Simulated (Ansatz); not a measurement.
The end point of a relaxation of AlAs. Computed with PBE (plane waves to 420 eV, PAW, scalar-relativistic; Ansatz, a program for electronic structure).

```xyz
2
Lattice="0.0000 2.8641 2.8641 2.8641 0.0000 2.8641 2.8641 2.8641 0.0000" Properties=species:S:1:pos:R:3 pbc="T T T"
Al     1.4320     1.4320     1.4320
As     0.0000     0.0000     0.0000
```

Task: Determine the symmetry and give the standard cell with its independent sites.

Result: Space group F-43m (No. 216); a = b = c = 5.728 Å, α = β = γ = 90.00°

| atom | site | symmetry | x | y | z |
|---|---|---|---|---|---|
| Al | 4d | -43m | 0.7500 | 0.7500 | 0.7500 |
| As | 4a | -43m | 0.0000 | 0.0000 | 0.0000 |

This is the zinc blende type.

Task: Give the shortest distances between elements (the closest pairs, up to four, under 3.6 Å).

Result: Al–As 2.48 Å.

```json
{
 "volume_per_atom": "23.49 Å³",
 "band_gap": "1.50 eV, indirect (valence top at Γ, conduction bottom at X) (no spin-orbit coupling)",
 "smallest_direct_gap": "1.78 eV at Γ"
}
```

No spin polarisation in the result.

Measured for AlAs: a 5.649 Å (static lattice; corrected from measurement; as listed in Daniel Mejia-Rodriguez, S. B. Trickey, Phys. Rev. B (2018)); gap 2.28 eV (static lattice; corrected from measurement; as listed in Wei Chen et al., Physical Review Materials (2018)). Computed minus measured — a: PBE +1.4 %; gap: PBE -0.78 eV. The computed values are for a static lattice, and a measured gap can be an optical one, lowered by exciton binding.

The run could not lose the symmetry of its start.

All atoms sit on sites fixed by symmetry, so only the cell could relax.
